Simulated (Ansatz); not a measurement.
The structure comes from a relaxation in the same program, started in the bcc type, and has space group Im-3m. Whether it is a known phase or the ground state wasn't checked.

An input for Eu and the output that it gave: DFT, PBE, all-electron LAPW, scalar-relativistic (Ansatz 0.2.0).

Command: `ansatz run input.yaml --threads 1 --pin off --max-ram 3072MiB --backend cpu --events-out ev --progress --plain --runs-dir out` The run took 41 s on 1 thread of Arm Neoverse V1 (shared host).

```yaml
crystal:
  lattice:
    - [-2.1920587954, 2.1920587954, 2.1920587954]
    - [2.1920587954, -2.1920587954, 2.1920587954]
    - [2.1920587954, 2.1920587954, -2.1920587954]
  atoms:
    - { symbol: Eu, position: [0.0, 0.0, 0.0], spin: 7.0 }
magnetization:
  spin_polarized: true
kpoints:
  mp_grid: { grid: [14, 14, 14] }
  band_path:
    path:
      - [0.0, 0.0, 0.0]
      - [0.5, -0.5, 0.5]
      - [0.0, 0.0, 0.5]
      - [0.0, 0.0, 0.0]
      - [0.25, 0.25, 0.25]
      - [0.5, -0.5, 0.5]
      - [0.25, 0.25, 0.25]
      - [0.0, 0.0, 0.5]
    npoints: 14
scf:
  occupations: { method: fermi_dirac, width: 0.05 }
hamiltonian:
  xc: pbe
  pseudopotentials: { kind: all_electron, lapw: { basis_error: 0.001 } }
output:
  forces: true
  stress: true
  eigenvalues: true
  populations: true
  dos: { projected: true, de: 0.2, e_range: [-14, 8] }
```

What the program printed:

```
Eu: projections on atomic orbitals take those of the free atom 1s2 2s2 2p6 3s2 3p6 3d10 4s2 4p6 4d10 4f7 5s2 5p6 5d0 6s2, of charge +0.00 (hamiltonian.pseudopotentials.projection_atoms)
LAPW: plane waves up to 6.772 Å⁻¹, error target 1.0e-3 eV per atom; small_component_spin mean_spin; Eu in spheres of 1.898 Å, 27 of its electrons in bands, Dirac shells []
Engine: ansatz 0.2.0
Pseudopotentials: kind: all_electron
Pseudopotential: Eu, LAPW, valence charge 27, Koelling and Harmon's equation, gaussian nucleus
Functional definition: PBE
  parameter kappa = 0.804
  parameter beta = 0.06672455060314922
  exchange = pbe_x(kappa = kappa, mu = beta*pi^2/3)
  correlation = pbe_c(beta = beta)
Crystal: 1 atoms, lattice volume = 42.132 Å³
Basis set: ecut = 174.73994682069625 eV, 225 PW (Γ), exchange–correlation at level 2
Bands: 21, of which v1, the nominal top of the filled ones, is band 14 counted from 1 (13 counted from 0)
Symmetry: 48 space group operations
Space group: Im-3m (ITA 229), of the structure as read, at distance tolerance 3.5e-5 Å
Magnetic group: BNS 229.140 (UNI 1642), of the structure as read, at distance tolerance 3.5e-5 Å
k-points: 104 of 2744
Non-local potential: Eu, projectors of the file, none
Initial density: superposition of atomic densities (chi_scale 0.1, normalization cell)
Starting moments: Σ|m| = 7 μB on 1 of 1 site
Initial wavefunctions: plane waves of lowest kinetic energy (no species holds an atomic orbital)
Functional: x = pbe(κ = 0.804, μ = 0.2195149727645171), c = pbe(β = 0.06672455060314922)
iter 1 solved again at ethr=4.24e-5 eV; its pass at ethr=1.00e-1 eV (dr2=1.14e-2 eV) is discarded
SCF iter   1: F=—  HF=-295071.248116 eV  |F-HF|=—  |Δ(HF+E_count)|=         —  Δρ=3.20e-3 (↑3.20e-3 ↓2.46e-3)  dr2=1.15e-2  dr2_m=1.27e-3  M=7.147 μB ∫|m|=7.147 μB  β_m=0.30  ethr=4.24e-5  ⟨swp⟩=3.2  Hψ=29360  notcnv=0
Mixer restart at iter 1: flushing history
preconditioner: auto → Kerker (q_TF=auto, 2.533 Å⁻¹)  [metal: Δε(μ)=0.023 eV  Ē_g=11.298 eV  σ=0.050 eV  W_gap=0.11  n_scr=12 (ndim 8)  ℏωp=22.2 eV  f_vac=0.000  D(μ)=1.05/eV (n_scr^D=12)]
spin=Collinear: Kerker preconditioning applied to the charge; magnetization (m = ρ↑ − ρ↓) channel mixes plain (no charge-response kernel on spin).
SCF iter   2: F=—  HF=-295071.278659 eV  |F-HF|=—  |Δ(HF+E_count)|=   3.05e-2  Δρ=2.72e-3 (↑2.72e-3 ↓1.97e-3)  dr2=8.70e-3  dr2_m=8.03e-4  M=7.158 μB ∫|m|=7.158 μB  β_m=0.61  ethr=4.24e-5  ⟨swp⟩=2.0  Hψ=13007  notcnv=0
SCF iter   3: F=—  HF=-295071.297584 eV  |F-HF|=—  |Δ(HF+E_count)|=   1.89e-2  Δρ=1.28e-3 (↑1.28e-3 ↓9.09e-4)  dr2=2.41e-3  dr2_m=1.48e-4  M=7.205 μB ∫|m|=7.206 μB  β_m=0.57  ethr=3.22e-5  ⟨swp⟩=2.8  Hψ=13175  notcnv=0
SCF iter   4: F=—  HF=-295071.299228 eV  |F-HF|=—  |Δ(HF+E_count)|=         —  Δρ=8.59e-4 (↑8.59e-4 ↓6.72e-4)  dr2=1.19e-3  dr2_m=7.72e-5  M=7.223 μB ∫|m|=7.223 μB  β_m=0.78  ethr=8.92e-6  ⟨swp⟩=2.0  Hψ=12709  notcnv=0
the basis was enlarged: its passes take 422.3 KiB over the memory plan, 2 of 2 planned eigensolver slots
SCF iter   5: F=—  HF=-295071.299678 eV  |F-HF|=—  |Δ(HF+E_count)|=   4.50e-4  Δρ=4.31e-4 (↑4.31e-4 ↓2.85e-4)  dr2=3.55e-4  dr2_m=9.50e-6  M=7.245 μB ∫|m|=7.245 μB  β_m=0.73  ethr=4.40e-6  ⟨swp⟩=2.5  Hψ=12841  notcnv=0
SCF iter   6: F=—  HF=-295071.300058 eV  |F-HF|=—  |Δ(HF+E_count)|=   3.80e-4  Δρ=1.74e-4 (↑1.74e-4 ↓1.15e-4)  dr2=7.25e-5  dr2_m=6.74e-7  M=7.257 μB ∫|m|=7.257 μB  β_m=0.87  ethr=1.31e-6  ⟨swp⟩=2.5  Hψ=12805  notcnv=0
iter 7 solved again at ethr=2.61e-8 eV; its pass at ethr=2.68e-7 eV (dr2=7.06e-6 eV) is discarded
SCF iter   7: F=—  HF=-295071.300241 eV  |F-HF|=—  |Δ(HF+E_count)|=   1.83e-4  Δρ=5.91e-5 (↑5.91e-5 ↓4.35e-5)  dr2=7.06e-6  dr2_m=2.21e-7  M=7.263 μB ∫|m|=7.263 μB  β_m=0.93  ethr=2.61e-8  ⟨swp⟩=2.0  Hψ=21070  notcnv=0
SCF iter   8: F=—  HF=-295071.300291 eV  |F-HF|=—  |Δ(HF+E_count)|=   5.05e-5  Δρ=1.54e-5 (↑1.54e-5 ↓1.14e-5)  dr2=3.13e-7  dr2_m=3.17e-8  M=7.262 μB ∫|m|=7.263 μB  β_m=0.97  ethr=2.61e-8  ⟨swp⟩=2.4  Hψ=12796  notcnv=0
SCF iter   9: F=—  HF=-295071.300294 eV  |F-HF|=—  |Δ(HF+E_count)|=   2.63e-6  Δρ=3.35e-6 (↑3.35e-6 ↓3.02e-6)  dr2=8.25e-9  dr2_m=2.59e-9  M=7.262 μB ∫|m|=7.262 μB  β_m=0.98  ethr=1.16e-9  ⟨swp⟩=3.0  Hψ=13001  notcnv=0
SCF iter  10: F=—  HF=-295071.300294 eV  |F-HF|=—  |Δ(HF+E_count)|=   1.09e-7  Δρ=2.65e-6 (↑2.65e-6 ↓1.93e-6)  dr2=3.52e-9  dr2_m=1.42e-9  M=7.262 μB ∫|m|=7.262 μB  β_m=0.99  ethr=3.05e-11  ⟨swp⟩=3.0  Hψ=13274  notcnv=0
SCF iter  11: F=-295071.300294 eV  HF=-295071.300294 eV  |F-HF|=2.50e-9  |Δ(HF+E_count)|=   1.36e-8  Δρ=4.42e-7 (↑4.02e-7 ↓4.42e-7)  dr2=1.32e-10  dr2_m=4.31e-11  M=7.262 μB ∫|m|=7.262 μB  ethr=1.31e-11  ⟨swp⟩=3.0  Hψ=13015  notcnv=0
SCF 1 converged in 11 iterations: F = -295071.300294 eV  dr2 = 1.32e-10
NSCF: frozen V_eff on 99 k-points
SCF converged after 11 iterations
Magnetization: 7.2618 μB (17.1309 up, 9.8691 down)
Absolute magnetization: 7.2620 μB (∫|ρ↑−ρ↓|)
Spin contamination: 0.0045 ħ² per cell (⟨S²⟩ above its minimum at these occupations)
Per-site moments (μB) at R_I (Å): [(7.1026489834302495, 1.8983785751174629)]
Free energy (F): -295071.300294 eV
Harris-Foulkes:  -295071.300294 eV  (|F-HF|=2.50e-9)
Internal energy: -295071.288144 eV  (E = F + TS)
E sigma→0 (E₀):  -295071.294219 eV
Entropy (-TS):   -0.012150 eV (-12.150 meV/atom)
Fermi energy:    10.898853 eV
--- Per-component energies (eV) ---
  E_band       = -1206.279285
  E_kinetic    = 319882.481538
  E_xc         = -6621.168505
  E_electrostatic = -608332.601177  (all electrons and nuclei)
  E_smearing   = -0.012150  (= −TS)
  E_closure    = 0.000000  (closes the sum)
  E_atoms      = -295061.013932  (free atoms, spherical and without spin; not in F)
  Σ components = -295071.300294   (vs F -295071.300294, Δ=0.00e0)
  Basis errors (estimates in eV, not in F): energy 6.1e-5 per atom: plane waves 2.5e-5 (1.3e-5 summed), levels above the bands 2.3e-32, relativity 1.1e-7, radial functions 3.6e-5, core shells 1.1e-7; eigenvalues (radial functions only) 1.2e-6; not estimated: angular momenta, meshes, grids; target (lapw.basis_error) 1.0e-3; muffin-tin radii Eu 1.898 Å
--- Forces (eV/Å), atoms counted from 1 ---
  atom   1  Eu    -0.00000000     0.00000000     0.00000000
  max |Σ_I F_I| component: 6.57e-31 eV/Å
--- Stress (GPa, compression-positive) ---
        0.070575       0.000000      -0.000000
        0.000000       0.070575       0.000000
       -0.000000       0.000000       0.070575
  P = ⅓ Tr σ = 0.0706 GPa (0.706 kbar)
--- Band table (eV; the first three rows and the last of 208) ---
  k-point 0 ↑: bands = ["-121.7933", "-121.7933", "-121.7933", "-121.7875", "-121.7875", "-30.6336", "-9.2394", "-9.2394", "-9.2394", "6.5472", "10.3367", "10.3367", "10.3367", "10.4936", "10.4936", "10.4936", "10.5341", "12.7400", "12.7400", "12.7400", "14.4563"]
  k-point 1 ↑: bands = ["-121.7933", "-121.7933", "-121.7933", "-121.7875", "-121.7875", "-30.6319", "-9.2626", "-9.2467", "-9.2395", "6.6655", "10.3357", "10.3385", "10.3406", "10.4870", "10.4901", "10.4906", "10.5238", "12.6542", "12.7056", "12.8702", "14.3245"]
  k-point 2 ↑: bands = ["-121.7933", "-121.7933", "-121.7933", "-121.7875", "-121.7875", "-30.6270", "-9.3270", "-9.2672", "-9.2397", "7.0069", "10.3331", "10.3428", "10.3523", "10.4701", "10.4708", "10.4837", "10.5107", "12.4288", "12.5400", "13.2474", "14.1284"]
  k-point 103 ↓: bands = ["-116.3536", "-116.3536", "-116.3536", "-116.3348", "-116.3348", "-27.4603", "-7.2682", "-7.2682", "-7.2682", "10.5573", "10.5573", "14.7609", "14.7609", "14.7609", "14.9323", "15.2980", "15.2980", "15.2980", "17.2263", "17.2263", "17.2263"]
--- Löwdin populations: 1 site ---
  site symbol       q [e]    m [muB]
     0     Eu     62.9756     7.2524
  spilling = 0.000388 (of n_electrons = 63.000000)
```

Semilocal functionals without a Hubbard term describe localised f shells poorly; where the shell is localised, the real material differs.

Other magnetic orders may lie lower; this is the state that the run reached.
